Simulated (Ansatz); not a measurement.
Process, species as SMILES: PP (P2H4) + [H][H] (H2) → 2 P (PH3)
B3LYP-D3(BJ)/def2-TZVP geometries, fixed; electronic energies without zero-point terms.
Largest species:
```
P
H 1 1.4206
H 1 1.4206 2 92.33
P 1 2.2503 2 93.65 3 -93.89
H 4 1.4206 1 93.65 2 -86.71
H 4 1.4206 5 92.33 1 93.89
```

The energy of full hydrogenation at MP2 with Ansatz (a first-principles code), in kcal/mol, split into its Hartree-Fock and correlation parts. Cores are frozen. No added dispersion term, no relativity. Functions are those of the species that has most.

| basis | X | functions | Hartree-Fock | MP2 |
|---|---|---|---|---|
| aug-cc-pV(D+d)Z | 2 | 100 | -12.17 | -6.26 |
| aug-cc-pV(T+d)Z | 3 | 202 | -10.95 | -3.73 |
| aug-cc-pV(Q+d)Z | 4 | 362 | -11.09 | -3.30 |

Worked estimate of the basis-set limit from each neighbouring pair, with Hartree-Fock from the larger set and the correlation part extrapolated as X^-3.
Correlation parts: X = 2: 5.91, X = 3: 7.22, X = 4: 7.79.
- (2,3): (27·(7.22) - 8·(5.91))/19 = 7.77; with Hartree-Fock -10.95 the estimate is -3.18 kcal/mol.
- (3,4): (64·(7.79) - 27·(7.22))/37 = 8.21; with Hartree-Fock -11.09 the estimate is -2.88 kcal/mol.
The last two estimates differ by 0.29 kcal/mol; the largest set lies 0.42 from the last. Over the last step Hartree-Fock moves by -0.14 and the correlation part by 0.57.
